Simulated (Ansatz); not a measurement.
Input file:

```yaml
crystal:
  periodic: [false, false, false]
  atoms:
    - {symbol: Ge, position_ang: [0.000000, 0.000000, 0.000000]}
    - {symbol: As, position_ang: [0.000000, 0.000000, 2.243700]}
basis:
  gaussian: {orbitals: cc-pVTZ}
magnetization: {spin_polarized: true, initial_magnetization: 1}
hamiltonian: {xc: {name: CAM-B3LYP}}
```

```sh
$ ansatz run in.yaml --threads 1 --pin off --events-out ev --progress --plain --max-ram 2393MiB
```

Output:

```
  # Exact exchange under (alpha + beta erf(omega r))/r, Becke's under what is left of 1/r.
576 factors; integrals over basis functions are off by at most 1.0e-3 eV
154 factors; integrals over basis functions are off by at most 1.2e-4 eV
mean field evaluation 1: about -117365.2442 eV, gradient 1.4e1 eV
mean field evaluation 2: about -117360.7977 eV, gradient 2.9e1 eV
mean field evaluation 4: about -117366.6370 eV, gradient 7.7e-1 eV
mean field evaluation 8: about -117366.6523 eV, gradient 2.0e-2 eV
mean field evaluation 16: about -117366.6524 eV, gradient 1.1e-3 eV
mean field evaluation 32: about -117367.0938 eV, gradient 2.6e-3 eV
mean field -117367.09381629 eV, -4313.1611434752 hartree, gradient 1.5e-5 eV, S^2 0.756476; 5 other end points of the search recorded, 0 dependent functions left out
reference -117367.09390211 eV, -4313.1611466289 hartree; 33, 32 occupied and 53, 54 virtual orbitals, 576 factors
Total energy: -117367.09390211 eV, -4313.1611466289 hartree
```

Ran on 1 thread of Arm Neoverse V1, shared host: 22 s wall, 0.23 GiB peak host memory.
